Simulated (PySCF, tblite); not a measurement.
Isomers of C5H3S (doublet state), one GFN2-xTB conformer each. Single-point energies are computed at B3LYP/pcH-1 (PySCF, gas phase, no added dispersion term), electronic only. GFN2-xTB treats the open shell by occupation alone, and not every SCF solution was tested for stability.

Problem. Rank them by B3LYP/pcH-1 energy, lowest first (kJ/mol).
A. `C=C1C=[C]C1=S` [radical]
B. `S=C1C=[C]C=C1` [radical]
C. `C1(=S)/C(C=C1)=[C]\[H]` [radical]

Solution. B (0.0), C (65.9), A (73.3).

As drawn, the highest has a four-membered ring, which the lowest lacks. Neighbours under 21 kJ/mol apart ([H]/[C]=C1/C=CC1=S and C=C1C=[C]C1=S) can change places with a better method, another conformer or zero-point energy. GFN2-xTB itself gives, in the same order: 0.0, 81.7, 97.4. Both levels put the same isomer lowest; measured from each level's own lowest isomer, the values differ by up to 24.1 kJ/mol (C=C1C=[C]C1=S: 97.4 against 73.3).

Problem. What happens when harmonic zero-point energies from GFN2-xTB frequencies are added?

Solution. 
```csv
SMILES,ZPE (kJ/mol),electronic (kJ/mol),with ZPE (kJ/mol)
S=C1C=[C]C=C1,149.2,0.0,0.0
[H]/[C]=C1/C=CC1=S,142.5,65.9,59.2
C=C1C=[C]C1=S,146.8,73.3,70.9
```

The zero-point energies span 6.7 kJ/mol. The order is unchanged.
